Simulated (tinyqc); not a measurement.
Worked calculation: CCSD on RHF in the sto-3g basis, for BH2+, spin multiplicity 1. One step of it, computed by the program tinyqc.

Question. CCSD: starting amplitudes. t_ij^ab = <ij||ab> / (e_i + e_j - e_a - e_b), whose energy is MP2.

orbital energies (hartree): MO1 -7.933742, MO2 -0.963400, MO3 -0.821020, MO4 -0.228760, MO5 -0.163493, MO6 0.197850, MO7 0.300664

Two-electron integrals over orbitals (pq|rs), unique and non-zero (hartree):
```
(11|11) 2.891378    (21|11) -0.257861   (21|21) 0.036581    (22|11) 0.618058
(22|21) -0.008344   (22|22) 0.469462    (31|31) 0.008837    (32|31) 0.014730
(32|32) 0.141335    (33|11) 0.554244    (33|21) -0.003563   (33|22) 0.461018
(33|33) 0.479034    (41|11) 0.138790    (41|21) -0.017453   (41|22) 0.012482
(41|33) 0.006042    (41|41) 0.025772    (42|11) -0.075410   (42|21) 0.006322
(42|22) 0.018691    (42|33) 0.016620    (42|41) 0.013732    (42|42) 0.070893
(43|31) -0.002182   (43|32) 0.024331    (43|43) 0.031174    (44|11) 0.702962
(44|21) -0.011849   (44|22) 0.441990    (44|33) 0.425317    (44|41) -0.010782
(44|42) -0.073141   (44|44) 0.575335    (51|51) 0.021668    (52|51) 0.022056
(52|52) 0.075163    (53|53) 0.018869    (54|51) -0.011521   (54|52) -0.031414
(54|54) 0.041971    (55|11) 0.742009    (55|21) -0.009616   (55|22) 0.470825
(55|33) 0.436125    (55|41) 0.004833    (55|42) -0.038513   (55|44) 0.506508
(55|55) 0.586773    (61|11) -0.195638   (61|21) 0.029705    (61|22) -0.001680
(61|33) -0.000545   (61|41) -0.004278   (61|42) 0.013694    (61|44) -0.016811
(61|55) -0.005494   (61|61) 0.029826    (62|11) 0.195591    (62|21) -0.006425
(62|22) 0.049678    (62|33) 0.011385    (62|41) 0.013186    (62|42) -0.003511
(62|44) 0.057962    (62|55) 0.099402    (62|61) 0.001060    (62|62) 0.087414
(63|31) 0.000906    (63|32) -0.067332   (63|43) -0.026660   (63|63) 0.076433
(64|11) 0.087365    (64|21) -0.000005   (64|22) 0.024358    (64|33) 0.002624
(64|41) 0.005225    (64|42) -0.001697   (64|44) 0.041806    (64|55) 0.041372
(64|61) 0.003357    (64|62) 0.048471    (64|64) 0.033988    (65|51) 0.016498
(65|52) 0.050633    (65|54) -0.011229   (65|65) 0.041993    (66|11) 0.601859
(66|21) -0.006836   (66|22) 0.473716    (66|33) 0.466826    (66|41) 0.021265
(66|42) 0.055069    (66|44) 0.408844    (66|55) 0.445363    (66|61) 0.005181
(66|62) 0.033549    (66|64) 0.017559    (66|66) 0.523752    (71|31) 0.013512
(71|32) 0.020136    (71|43) -0.003763   (71|63) 0.001504    (71|71) 0.020776
(72|31) 0.007871    (72|32) -0.014872   (72|43) -0.031376   (72|63) 0.050540
(72|71) 0.011473    (72|72) 0.053871    (73|11) 0.220069    (73|21) -0.006188
(73|22) 0.040620    (73|33) 0.024315    (73|41) -0.000682   (73|42) -0.052516
(73|44) 0.101309    (73|55) 0.107454    (73|61) -0.006366   (73|62) 0.070587
(73|64) 0.038730    (73|66) -0.006148   (73|73) 0.108786    (74|31) -0.008536
(74|32) -0.069064   (74|43) 0.003581    (74|63) 0.040111    (74|71) -0.012486
(74|72) 0.004026    (74|74) 0.054481    (75|53) 0.016544    (75|75) 0.018318
(76|31) 0.009730    (76|32) 0.116746    (76|43) 0.037315    (76|63) -0.080737
(76|71) 0.013361    (76|72) -0.041920   (76|74) -0.056640   (76|76) 0.125036
(77|11) 0.643936    (77|21) -0.008898   (77|22) 0.462129    (77|33) 0.479521
(77|41) 0.004046    (77|42) -0.001022   (77|44) 0.458011    (77|55) 0.456827
(77|61) -0.006579   (77|62) 0.011714    (77|64) 0.001206    (77|66) 0.476070
(77|73) 0.034785    (77|77) 0.507947
```

Give: Starting amplitudes; correlation energy.

Answer.

Starting amplitudes (spin orbitals 1a, 1b, ...; amplitudes related by a flip of all spins are not repeated; the 24 largest):
```
from      to        t
3a 3b  7a 7b  -0.0485
2a 2b  4a 4b  -0.0483
2a 2b  5a 5b  -0.0470
2a 2b  6a 6b  -0.0376
3a 3b  6a 6b  -0.0375
2a 3b  6a 7b  -0.0309
2a 3b  4a 7b   0.0283
3a 3b  4a 4b  -0.0263
2a 3b  6b 7a   0.0221
2a 2b  7a 7b  -0.0213
2a 3b  4b 7a  -0.0169
3a 3b  4a 6b   0.0165
3a 3b  5a 5b  -0.0143
2a 3a  4a 7a   0.0114
2a 3a  6a 7a  -0.0088
1a 2b  5a 5b  -0.0026
2a 2b  4a 6b   0.0019
1a 1b  6a 6b  -0.0018
1a 1b  4a 4b  -0.0017
1a 2b  4a 4b  -0.0016
1a 2b  4b 6a   0.0015
1a 2b  4a 6b  -0.0015
1a 1b  5a 5b  -0.0014
1a 1b  7a 7b  -0.0013
```

correlation energy = -0.033439 hartree
